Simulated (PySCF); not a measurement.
Name the molecule from its bond curve

A diatomic of charge 0 contains Mg. Its doublet curve at PBE0 in a double-zeta basis (no relativity, PySCF), in eV from the separated fragments:

R (Å), E (eV) and a bar:
```
    2.515     -0.225 ##############################
    2.632     -0.371 #############
    2.749     -0.446 ####
    2.837     -0.471 #
    2.925     -0.476 
    3.013     -0.467 #
    3.130     -0.442 ####
    3.276     -0.400 #########
    3.451     -0.344 ################
    3.686     -0.273 ########################
```

The fit gives ωe = 200 cm⁻¹ and the rotational constant Bₑ = 0.1569 cm⁻¹.

Question: Which atom is the partner?

Answer: The minimum lies at 2.909 Å, so the reduced mass is 16.8576 u Å² cm⁻¹/(Bₑ·Re²) = 12.70 u. With Mg at 23.99 u the partner weighs about 27.0 u: Al. The molecule is MgAl.

3-21G is very small, so such numbers show the basis as much as the molecule. The state is the lowest determinant that a PBE0 search found; another state may lie lower at other levels.
